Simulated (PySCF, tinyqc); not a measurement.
Inside a calculation. Method: FCI on RHF in the sto-3g basis, frozen core, for LiH, spin multiplicity 1. The lowest restricted solution is unstable here: a spin-polarised one lies 0.0012 hartree lower (PySCF). One step of it, computed by the program tinyqc.

Problem. FCI: determinants and Hamiltonian. Slater-Condon rules over spin orbitals, with the nuclear repulsion and the energy of the frozen orbital added and E(HF) subtracted on the diagonal. Only determinants linked to the reference directly or through others are kept (one block of an abelian symmetry group), so some states are absent.

one-electron integrals dressed by the frozen orbital, h + 2 (pq|11) - (p1|1q) (hartree), lower triangle:
```
           2          3          4          5          6
2  -0.693733
3   0.058837  -0.334427
4   0.000000   0.000000  -0.310495
5   0.000000   0.000000   0.000000  -0.310495
6  -0.108716   0.071001   0.000000   0.000000  -0.316370
```

energy of the frozen orbital, 2 h_11 + (11|11) = -7.63665022 hartree

Two-electron integrals over orbitals (pq|rs), unique and non-zero (hartree); the lowest 1 orbital is frozen and left out:
```
(22|22) 0.453113    (32|22) -0.058837   (32|32) 0.020820    (33|22) 0.213424
(33|32) 0.014142    (33|33) 0.329242    (42|42) 0.021291    (43|42) 0.020229
(43|43) 0.041371    (44|22) 0.246411    (44|32) 0.013071    (44|33) 0.279823
(44|44) 0.312946    (52|52) 0.021291    (53|52) 0.020229    (53|53) 0.041371
(54|54) 0.016869    (55|22) 0.246411    (55|32) 0.013071    (55|33) 0.279823
(55|44) 0.279207    (55|55) 0.312946    (62|22) 0.108716    (62|32) -0.043725
(62|33) -0.018599   (62|44) -0.036039   (62|55) -0.036039   (62|62) 0.130320
(63|22) -0.057363   (63|32) 0.016893    (63|33) 0.036615    (63|44) 0.007658
(63|55) 0.007658    (63|62) -0.038830   (63|63) 0.030769    (64|42) -0.018540
(64|43) -0.012080   (64|64) 0.019301    (65|52) -0.018540   (65|53) -0.012080
(65|65) 0.019301    (66|22) 0.425026    (66|32) -0.048946   (66|33) 0.238717
(66|44) 0.259031    (66|55) 0.259031    (66|62) 0.100333    (66|63) -0.046417
(66|66) 0.421255
```

nuclear repulsion = 0.75238466 hartree

Hartree-Fock energy = -7.81861733 hartree

Give: determinants; H - E(HF) between determinants.

Solution.

Occupation strings over the orbitals (2 doubly, a alpha, b beta, 0 empty; spin orbitals ordered 1a 1b 2a 2b ...): 220000 2ab000 2a000b 2ba000 2b000a 202000 20a00b 200200 200020 20b00a 200002

H - E(HF) between determinants (hartree), lower triangle:
```
         220000   2ab000   2a000b   2ba000   2b000a   202000   20a00b  200200
220000   0.0000
2ab000   0.0000   0.1196
2a000b   0.0000   0.0136   0.3493
2ba000   0.0000  -0.0208   0.0437   0.1196
2b000a   0.0000   0.0437  -0.1303   0.0136   0.3493
202000   0.0208   0.0730   0.0169  -0.0730  -0.0169   0.5947
20a00b  -0.0437   0.0169   0.0099   0.1273   0.0388   0.1076   0.5223
200200   0.0213   0.0202  -0.0185  -0.0202   0.0185   0.0414  -0.0121  0.6263
200020   0.0213   0.0202  -0.0185  -0.0202   0.0185   0.0414  -0.0121  0.0169
20b00a   0.0437   0.1273   0.0388   0.0169   0.0099  -0.1076  -0.0308  0.0121
200002   0.1303  -0.0388  -0.0084   0.0388   0.0084   0.0308   0.0246  0.0193

        200020   20b00a  200002
200020  0.6263
20b00a  0.0121   0.5223
200002  0.0193  -0.0246  0.7229
```
